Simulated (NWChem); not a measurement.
## H3PO (SMILES O=[PH3]): name the method

H3PO has 5 atoms, charge 0, and is taken as a singlet. As SMILES, `O=[PH3]`. Geometry: relaxed at GFN2-xTB.

```tsv
atom	x (Å)	y (Å)	z (Å)
O	-1.3820	-0.3283	0.5330
P	-0.0585	-0.0146	0.0225
H	0.8071	0.5649	0.9394
H	0.6637	-1.0983	-0.4549
H	-0.0302	0.8764	-1.0400
```

Orbital energies are those of the mean-field step.

A calculation with NWChem 7.3.0 gave:

```json
{"total energy": "-415.8572 Eh", "dipole moment": "3.32 D", "HOMO energy": "-5.91 eV", "LUMO energy": "0.69 eV", "HOMO–LUMO gap": "6.60 eV", "largest force": "10.105 eV/Å"}
```

Problem. Which of these levels gave the numbers?
A. B3LYP/6-31G* (spherical functions)
B. CCSD(T)/6-311G**
C. PBE/3-21G
D. HF/def2-SVP

Solution. C. The others give -418.3490 Eh (B3LYP/6-31G* (spherical functions)), -417.7179 Eh (CCSD(T)/6-311G**), -417.1551 Eh (HF/def2-SVP).
